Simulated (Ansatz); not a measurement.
This script drives Ansatz 0.2.0, Python API.

Input file `bh4ns.xyz`:
```text
7

N    -1.03900    0.35240   -0.48860
B    -0.10270    0.11450    0.62180
S     0.88790   -1.46600    0.61790
H    -0.94780   -0.37510   -1.19210
H    -0.75320    1.25190   -1.00590
H     0.03040    0.91450    1.49780
H     1.98570   -0.86020   -0.09660
```

The script, `pa.py`:
```python
import warnings

import ansatz as az
import numpy as np

warnings.simplefilter("ignore", az.DeckWarning)

molecule = az.Crystal.molecule_from_extxyz("bh4ns.xyz")

job = (
    molecule.calculation()
    .basis(gaussian="cc-pVDZ")
    .functional("pbe0")
)
symbols = [site.symbol for site in molecule.cartesian_sites]
start = np.array([site.position_ang for site in molecule.cartesian_sites], dtype=float)
report = job.relax(force_tolerance=0.01).run(threads=1, pin="off").report
end = np.array(report["positions_ang"])

away = sum((end[2] - end[j]) / np.linalg.norm(end[2] - end[j]) for j in [1, 6]) + np.array([0.15, 0.1, -0.2])
proton = end[2] + 1.4 * away / np.linalg.norm(away)
acid = az.Crystal.molecule()
for symbol, place in zip(symbols, end):
    acid = acid.atom(symbol, place.tolist())
acid = acid.atom("H", proton.tolist())
protonated = (
    acid.calculation()
    .basis(gaussian="cc-pVDZ")
    .functional("pbe0")
    .charge(1)
    .relax(force_tolerance=0.01, max_steps=80)
)
after = protonated.run(threads=1, pin="off").report
xyz = np.array(after["positions_ang"])
reach = np.linalg.norm(xyz[:-1] - xyz[-1], axis=1)
print(f"base {report['free_energy_ev']:.5f} eV, protonated {after['free_energy_ev']:.5f} eV")
print(f"the proton ends {reach.min():.3f} A from {symbols[reach.argmin()]}{reach.argmin()}")
print(f"electronic proton affinity {96.485332 * (report['free_energy_ev'] - after['free_energy_ev']):.1f} kJ/mol")
```

It is started by `python pa.py`. How long does it take on 1 thread of Intel(R) Xeon(R) 6975P-C (Granite Rapids), on a shared host, and how much memory does it need?

It took about 34 s, with a peak of 0.22 GiB, for 2 runs of the engine.

Running `python pa.py` prints:
```text
base -13062.39965 eV, protonated -13070.62274 eV
the proton ends 1.361 A from S2
electronic proton affinity 793.4 kJ/mol
```

Total energies depend on the basis set; only differences at equal settings carry meaning. The proton is put on one chosen atom, which needn't be the most basic site, so the molecule's proton affinity can be higher; the ends are stationary points, not checked by frequencies, and zero-point and thermal terms count only where printed.

(Lines on the test bed's own set-up are left out of the output.)
